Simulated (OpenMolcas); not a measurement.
**BNH6 (SMILES [BH3-][NH3+]): O3LYP/ANO-S-MB**

What is the energy change on altering one bond length of BNH6 at O3LYP/ANO-S-MB? 

The results are computed with OpenMolcas 26.06.

## (1) Starting point

The species is BNH6 (8 atoms), meant as a singlet with charge 0. SMILES: `[BH3-][NH3+]`. The coordinates come from a PBE0-D4/def2-TZVP relaxation.

Bond lengths: B1–N2 1.639 Å, B1–H3 1.212 Å, B1–H4 1.212 Å, B1–H5 1.212 Å, N2–H6 1.015 Å, N2–H7 1.015 Å, N2–H8 1.015 Å. Some angles: B1–N2–H6 110.9°, B1–N2–H7 110.9°, B1–N2–H8 110.9°, N2–B1–H3 105.3°, N2–B1–H4 105.3°, N2–B1–H5 105.3°, H6–N2–H7 108.0°, H6–N2–H8 108.0°, H7–N2–H8 108.0°, H3–B1–H4 113.3°.

## (2) The energy at O3LYP/ANO-S-MB

File input.xyz:

```xyz
8

B     -0.191300     0.250800    -0.775400
N      0.206500    -0.255100     0.731700
H     -0.078200    -0.728400    -1.481000
H     -1.332600     0.649700    -0.687200
H      0.604400     1.126600    -1.038400
H      0.140800     0.507000     1.398700
H      1.156600    -0.611300     0.755300
H     -0.414000    -0.996500     1.040500
```

File job.inp:

```
&GATEWAY
  Coord=input.xyz
  Basis=ANO-S-MB
  Group=NoSym

&SEWARD

&SCF
  KSDFT=O3LYP
  PrOrbitals=1 1
```

Run with:

```console
export MOLCAS_MEM=1860
pymolcas job.inp > job.log
```

The log of the run:

```text
--- Start Module: gateway ---
[...]
--- Stop Module: gateway /rc=_RC_ALL_IS_WELL_ ---
--- Start Module: seward ---
[...]
      Basis functions           16
--- Stop Module: seward /rc=_RC_ALL_IS_WELL_ ---
--- Start Module: scf ---
[...]
       Convergence after   9 Iterations
[...]
::    Total KS-DFT energy                             -82.9910539079
[...]
      Total spin, S                                     0.0000000000
[...]
      Total electronic charge=   18.000000
      Total            charge=   -0.000000
[...]
      Dipole Moment (debye):
      Origin of the operator (angstrom)=    0.0278   -0.0278    0.0546
                   X=  1.5528E+00               Y= -1.9746E+00               Z=  5.8822E+00           Total=  6.3961E+00
      Quadrupole Moment (debye*angstrom):
[...]
--- Stop Module: scf /rc=_RC_ALL_IS_WELL_ ---
[...]
```

Run time: 3 s. Hardware: 1 thread of Arm Neoverse V1, shared host; peak memory 0.37 GiB.

## (3) The distorted shape at the same level

File input.xyz:

```xyz
8

B     -0.788001     1.009651    -3.036053
N      0.206500    -0.255100     0.731700
H     -0.674901     0.030451    -3.741653
H     -1.929301     1.408551    -2.947853
H      0.007699     1.885451    -3.299053
H      0.140800     0.507000     1.398700
H      1.156600    -0.611300     0.755300
H     -0.414000    -0.996500     1.040500
```

File job.inp:

```
* BH6N Kohn-Sham DFT
>>> EXPORT MOLCAS_PRINT=2
&GATEWAY
COORD=input.xyz
BASIS=ANO-S-MB
GROUP=NoSym
&SEWARD
&SCF
KSDFT=O3LYP
PRORBITALS=1 1
```

Run with:

```console
export MOLCAS_MEM=1860
pymolcas job.inp > job.log
```

The log of the run:

```text
--- Start Module: gateway ---
[...]
--- Stop Module: gateway /rc=_RC_ALL_IS_WELL_ ---
--- Start Module: seward ---
[...]
      Basis functions           16
--- Stop Module: seward /rc=_RC_ALL_IS_WELL_ ---
--- Start Module: scf ---
[...]
       Convergence after   8 Iterations
[...]
::    Total KS-DFT energy                             -82.9002204407
[...]
      Total spin, S                                     0.0000000000
[...]
      Total electronic charge=   18.000000
      Total            charge=   -0.000000
[...]
      Dipole Moment (debye):
      Origin of the operator (angstrom)=   -0.2418    0.3150   -0.9667
                   X=  7.6008E-01               Y= -9.6661E-01               Z=  2.8795E+00           Total=  3.1311E+00
      Quadrupole Moment (debye*angstrom):
[...]
--- Stop Module: scf /rc=_RC_ALL_IS_WELL_ ---
[...]
```

Wall time 2.9 s (1 thread of Arm Neoverse V1, shared host); peak memory 0.37 GiB.

## (4) Results

At O3LYP/ANO-S-MB:

```
                                                         quantity         value
                                        first shape: total energy  -82.99105 Eh
                                       first shape: dipole moment        6.40 D
                                         first shape: HOMO energy      -9.18 eV
                                         first shape: LUMO energy       1.20 eV
                                       first shape: HOMO–LUMO gap      10.38 eV
                                    distorted shape: total energy  -82.90022 Eh
                                   distorted shape: dipole moment        3.13 D
                                     distorted shape: HOMO energy      -7.95 eV
                                     distorted shape: LUMO energy      -5.08 eV
                                   distorted shape: HOMO–LUMO gap       2.87 eV
energy change with the B1–N2 bond stretched from 1.639 to 4.097 Å      2.472 eV
```

With the B1–N2 bond stretched from 1.639 to 4.097 Å the energy rises by 2.47 eV (238 kJ/mol). The first shape isn't relaxed at this level, so the change isn't measured from a minimum. The minimal basis adds a large error of its own. Mulliken charges (first shape) run from -0.84 on N2 to +0.39 on H6.
